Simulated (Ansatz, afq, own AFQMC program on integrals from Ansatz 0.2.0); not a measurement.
## ZrF⁺, quintet: AFQMC among the cluster methods

```xyz
2

Zr    0.0000    0.0000    0.0000
F     0.0000    0.0000    1.8888
```

Basis def2-SVP with its core potentials. Noble-gas cores (and the filled d shells of Ga–Kr and In–Xe) are frozen. AFQMC by an in-house program on the Cholesky factors that Ansatz 0.2.0 writes for its CCSD(T) run. The CISD trial takes its coefficients from CCSD amplitudes. Released means that phaseless walkers are propagated on without the constraint, phases kept. ± is one standard error of the sampling. No spin–orbit coupling. The metal's outer-core s and p shells are frozen, which shifts wave-function levels against functionals.

Determinant: UHF, the one that the program's search chose, which needn't be the lowest solution. The geometry is a PBE0/def2-TZVP stationary point of this or a neighbouring charge and spin state.

No full CI on the walks' own integrals is used here; CCSDT(Q) serves as the reference and is uncertain by about the last step of the cluster series.

Cautions: no spin-orbit coupling; outer-core shells of the metal frozen; another spin lies lower (by 7.29 eV); the released energies have errors that jump between times, so the bars are unsure, so no released level is given (meV from the phaseless value at times in 1/Eh: 5 ± 14 at 0.60, 7 ± 18 at 1.20, -15 ± 3 at 2.00, -15 ± 7 at 3.00, -17 ± 7 at 4.20), though the last usable value meets CCSDT(Q) within the noise.

```
T1 diagnostic                               : 0.0142
weight of the determinant in the CISD state : 0.949
⟨S²⟩ of the determinant                     : 6.007
size of the correlated space                : 10 electrons in 40 orbitals
```

Reference: CCSDT(Q), correlation energy -4.730 eV.

| level | E − E(reference) (kJ/mol) | share of correlation (%) |
| --- | --- | --- |
| HF | 456.4 | 0.00 |
| MP2 | 48.8 | 89.31 |
| CCSD | 7.7 | 98.31 |
| CCSD(T) | 2.6 | 99.44 |
| CCSDT | 0.5 | 99.89 |
| ph-AFQMC/HF | 11.5 ± 1.7 | 97.48 |
| ph-AFQMC/CISD | 2.7 ± 0.2 | 99.42 |
